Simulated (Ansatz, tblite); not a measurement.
Spin states of Li3H5⁺ (the lowest doublet isomer of a short search), each relaxed with PBE0-D4/def2-TZVP in Ansatz. Electronic energies in the gas phase.

The xTB rows come from tblite. LC-ωPBE has ω = 0.4 bohr⁻¹. Correlated methods freeze no core orbitals; core or outer-core shells of Li are correlated, in sets that lack core-valence functions. In the doublet, H4 and H8 lie 0.75 Å apart, H5 and H6 lie 1.23 Å apart (atoms count from 1), so H2 has formed as a molecule. In the quartet geometry the species has come apart into loosely held pieces. In the quartet, H4 and H8 lie 0.75 Å apart, H5 and H6 lie 1.22 Å apart (atoms count from 1), so H2 has formed as a molecule. The structure comes from a short search, and lower isomers may exist.

Doublet geometry:

```xyz
8

Li   -0.477    0.155   -0.990
Li   -1.531    0.564   -4.081
Li    0.644   -0.272    2.067
H     1.981   -0.599    3.618
H    -0.478    0.608   -2.747
H    -1.569    0.129   -2.437
H     0.087   -0.062    0.563
H     1.343   -0.524    4.008
```

Quartet geometry:

| atom | x (Å) | y (Å) | z (Å) |
| --- | --- | --- | --- |
| Li1 | -0.058 | 1.380 | -0.349 |
| Li2 | 0.485 | 3.831 | -2.458 |
| Li3 | -0.616 | -1.170 | 1.768 |
| H4 | -0.796 | -3.219 | 2.916 |
| H5 | 0.796 | 2.682 | -1.233 |
| H6 | -0.354 | 2.595 | -1.630 |
| H7 | 1.713 | -3.319 | -2.411 |
| H8 | -1.170 | -2.781 | 3.398 |

⟨S²⟩: doublet 0.75 at PBE0-D4/def2-TZVP (pure 0.75), quartet 3.75 at PBE0-D4/def2-TZVP (pure 3.75).

Only these spin states were relaxed. The quartet has fallen apart into loose fragments. The quartet has other bonds than the doublet, so the gap mixes isomer and spin.

Question: Estimate which spin state lies lowest at each of these levels, and by how much: GFN1-xTB; GFN2-xTB; HF/STO-3G; HF/def2-TZVP; HF/def2-TZVPP; PBE-D4/def2-TZVP; BLYP-D4/def2-TZVP; r2SCAN-D4/def2-TZVP; PBE0-D4/def2-TZVP; BHLYP-D4/def2-TZVP; LC-ωPBE/def2-TZVP; ωB97M-V/def2-TZVP; B2PLYP/def2-TZVP; RPA@PBE/def2-TZVP; MP2/def2-TZVP; MP2/def2-TZVPP; CCSD/def2-TZVPP; CCSD(T)/def2-TZVPP.

Answer: 
```tsv
level	quartet − doublet (kcal/mol)	lowest of these
GFN1-xTB	121.2	doublet
GFN2-xTB	109.6	doublet
HF/STO-3G	76.8	doublet
HF/def2-TZVP	63.5	doublet
HF/def2-TZVPP	62.9	doublet
PBE-D4/def2-TZVP	81.3	doublet
BLYP-D4/def2-TZVP	85.8	doublet
r2SCAN-D4/def2-TZVP	82.8	doublet
PBE0-D4/def2-TZVP	81.2	doublet
BHLYP-D4/def2-TZVP	86.7	doublet
LC-ωPBE/def2-TZVP	82.6	doublet
ωB97M-V/def2-TZVP	96.0	doublet
B2PLYP/def2-TZVP	85.6	doublet
RPA@PBE/def2-TZVP	80.3	doublet
MP2/def2-TZVP	76.7	doublet
MP2/def2-TZVPP	80.2	doublet
CCSD/def2-TZVPP	84.8	doublet
CCSD(T)/def2-TZVPP	84.8	doublet
```

Change of the quartet − doublet gap on mixing in exact exchange, in kcal/mol: PBE to PBE0 (25 % exact exchange) -0.1; BLYP to BHLYP (50 % exact exchange) 0.9. The xTB methods have no term that favours high spin, so they put low spin too low.
